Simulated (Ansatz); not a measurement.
Process, species as SMILES: F (HF) → HF+ (doublet, bonded as F) + e-
B3LYP-D3(BJ)/def2-TZVP geometries, fixed; electronic energies without zero-point terms.

Energies in hartree at CCSD(T) with Ansatz (an electronic-structure program); the adiabatic ionisation energy is their sum with the coefficients shown, times 27.2114 eV a hartree. All functions are spherical. Cores are frozen. Open shells are unrestricted. No added dispersion term, no relativity.

```json
[
 {"species": "F (HF)", "coefficient": "-1", "part": "Hartree-Fock", "cc-pVDZ": "-100.01907", "cc-pVTZ": "-100.05760", "cc-pVQZ": "-100.06726"},
 {"species": "F (HF)", "coefficient": "-1", "part": "correlation", "cc-pVDZ": "-0.20907", "cc-pVTZ": "-0.28070", "cc-pVQZ": "-0.30585"},
 {"species": "HF+ (doublet, bonded as F)", "coefficient": "+1", "part": "Hartree-Fock", "cc-pVDZ": "-99.50257", "cc-pVTZ": "-99.53598", "cc-pVQZ": "-99.54443"},
 {"species": "HF+ (doublet, bonded as F)", "coefficient": "+1", "part": "correlation", "cc-pVDZ": "-0.16464", "cc-pVTZ": "-0.22139", "cc-pVQZ": "-0.24050"}
]
```

Predict the adiabatic ionisation energy in cc-pV5Z (X = 5): let each Hartree-Fock step shrink by the ratio of the last two, and fit each correlation energy at X = 3 and 4 to E + A/X^3. Compare with the run.


- F (HF): steps -0.03853 and -0.00966, ratio 0.251, so Hartree-Fock -100.06968 (run: -100.07000); A = (-0.28070 - (-0.30585))/(1/27 - 1/64) = 1.1746, correlation -0.30585 - A/64 + A/125 = -0.31481 (run: -0.31510).
- HF+ (doublet, bonded as F): steps -0.03341 and -0.00845, ratio 0.253, so Hartree-Fock -99.54657 (run: -99.54676); A = (-0.22139 - (-0.24050))/(1/27 - 1/64) = 0.8925, correlation -0.24050 - A/64 + A/125 = -0.24731 (run: -0.24752).
Predicted 16.071 eV; the run in cc-pV5Z gives 16.077, a miss of -0.006. Keeping the value in cc-pVQZ, 16.005, would miss by -0.072. All sums are of the energies as printed.
